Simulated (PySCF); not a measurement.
Compound: FH3P (charge +1).
Atom-mapped SMILES: `[F:1][PH3+:2]` (hydrogens: H3, H4, H5 on P2)

Computed by this run: PBE0-D3(BJ)/def2-SVP geometry optimisation, gas phase in PySCF 2.14.0; density fitting, grid level 1; the optimiser is geomeTRIC in internal coordinates, started from a GFN2-xTB structure with every atom displaced at random (about 0.01 Å).

At the end of the run (lengths in Å): F1–P2 1.548, P2–H3 1.408, P2–H4 1.408, P2–H5 1.408, F1–P2–H3 108.3°, H3–P2–H4 110.7°, H3–P2–H5 110.5°.

Problem. These geometries were met on the way; a selection of coordinates is given. Order them by energy above the end point, lowest first.
A. F1–P2 1.552, P2–H3 1.414, P2–H4 1.411, P2–H5 1.414, F1–P2–H3 106.5°, H3–P2–H4 113.1°, H3–P2–H5 106.9°
B. F1–P2 1.548, P2–H3 1.408, P2–H4 1.407, P2–H5 1.408, F1–P2–H3 108.8°, H3–P2–H4 110.8°, H3–P2–H5 110.4°
C. F1–P2 1.587, P2–H3 1.382, P2–H4 1.388, P2–H5 1.389, F1–P2–H3 103.3°, H3–P2–H4 115.7°, H3–P2–H5 115.3°

Solution. B (0.000 eV), A (0.027 eV), C (0.160 eV).

| step | E above end (eV) | rms distance from the end, all atoms (Å) | largest force (eV/Å) | rms shift of all bonds from the end (Å) |
| --- | --- | --- | --- | --- |
| 3 | 0.000 | 0.005 | 0.067 | 0.001 |
| 2 | 0.027 | 0.032 | 0.818 | 0.005 |
| 0 | 0.160 | 0.064 | 3.065 | 0.027 |

Rows stand in the order of the answer.
